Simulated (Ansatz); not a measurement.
## Ansatz (development build ahead of 0.2.0) run

```yaml
crystal:
  periodic: [false, false, false]
  atoms:
    - { symbol: S, position_ang: [0.0, 0.0, 0.0] }
    - { symbol: C, position_ang: [0.0, 0.0, 1.78] }
    - { symbol: H, position_ang: [0.4883, 0.8458, 2.2171] }
    - { symbol: H, position_ang: [-0.9767, 0.0, 2.2171] }
    - { symbol: H, position_ang: [0.4883, -0.8458, 2.2171] }
basis:
  gaussian: { orbitals: pcseg-2 }
magnetization:
  initial_magnetization: 1
hamiltonian:
  xc: pbe0
```

The input is written out in the form of the current development build from the run's settings.

Results

* Converged: yes
* Total energy: -437.89580 hartree
* Spin squared of the determinant: 0.750
* Stability test: minimum among restricted orbitals
